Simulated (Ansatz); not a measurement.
# HPS: the cost of one run

Program: Ansatz 0.2.0. Level of theory: the levels named in each step. These are calculated values, not measurements.

## (1) The starting structure

Bond lengths: P1–S2 1.934 Å, P1–H3 1.424 Å. Angles: S2–P1–H3 100.8°.

As a file:

```xyz
3

P    -0.8768    0.4017    0.0001
S     0.8996   -0.3636   -0.0004
H    -1.6752   -0.7777    0.0098
```

## (2) A rough first relaxation, PBE-D4/def2-SVP

This run stands in another session on the same molecule. It ended at:

```xyz
3

P    -0.8676    0.4080    0.0001
S     0.9342   -0.3558   -0.0006
H    -1.7190   -0.7917    0.0100
```

## (3) Relaxation, PBE0-D4/def2-TZVPP

This run stands in another session on the same molecule. It ended at:

```xyz
3

P    -0.8632    0.3985    0.0001
S     0.9033   -0.3559   -0.0005
H    -1.6925   -0.7821    0.0098
```

## (4) Relaxation, CCSD(T)/cc-pV(T+d)Z

Input file input.yaml:

```yaml
crystal:
  periodic: [false, false, false]
  atoms:
    - { symbol: P, position_ang: [-0.86321213, 0.39848602, 0.00010953] }
    - { symbol: S, position_ang: [0.90329857, -0.35590735, -0.00049836] }
    - { symbol: H, position_ang: [-1.69250644, -0.78214866, 0.00984883] }
basis:
  gaussian: { orbitals: "cc-pV(T+d)Z.json" }
correlation:
  method: ccsd_t
relax:
  f_tol: 0.002
  max_steps: 40
```

Started as:

```bash
ansatz run input.yaml --threads 2 --pin off --max-ram 5120MiB --backend cpu --events-out ev --progress --plain --runs-dir out
```

Q: Estimate wall time and peak memory on 2 threads of Oxide Virtual Turin-like (Zen 5), shared host.

About 26 s, with a peak of 0.37 GiB.
